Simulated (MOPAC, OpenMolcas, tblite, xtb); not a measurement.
**A ladder of methods for CH5BO (SMILES CBO)**

CH5BO has 8 atoms, charge 0, and is taken as a singlet. SMILES: `CBO`. The shape is that of a PBE0-D4/def2-TZVP optimisation. This is one conformer, not always the lowest.

```xyz
8

C    -0.6186    0.7103   -0.3246
B     0.5088   -0.2401    0.1802
O     0.2407   -1.5583    0.3556
H    -1.5683    0.2012   -0.4994
H    -0.3085    1.2051   -1.2519
H    -0.7805    1.5201    0.3957
H     1.6205    0.1631    0.4208
H     0.9982   -2.0584    0.6677
```

Each level gives the dipole moment (D). The values are calculated.

| level | kind | program | value (D) | CPU time |
| --- | --- | --- | --- | --- |
| GFN1-xTB | semi-empirical | tblite | 1.54 | under 2 s |
| GFN2-xTB | semi-empirical | xtb | 1.16 | under 2 s |
| PM6 | semi-empirical | MOPAC | 1.27 | under 2 s |
| GFN0-xTB | semi-empirical | xtb | 1.15 | under 2 s |
| HF/STO-3G | Hartree–Fock | OpenMolcas | 1.20 | 1.4 s |
| HF/3-21G | Hartree–Fock | OpenMolcas | 1.50 | 1.5 s |
| HF/def2-SVP | Hartree–Fock | OpenMolcas | 1.24 | 2.9 s |
| PBE/aug-cc-pVDZ | GGA | OpenMolcas | 0.96 | 57 s |
| BLYP/def2-TZVP | GGA | OpenMolcas | 1.05 | 58 s |
| B3LYP/6-31G* (spherical functions) | global hybrid | OpenMolcas | 1.12 | 15 s |

The values span 0.96 to 1.54 D. Magnitudes only: a small dipole may point the other way at some levels. Sets without polarisation functions give poor dipoles. CPU times are rough (shared hosts, several kinds of processor): they show what a rung costs within a factor of a few.
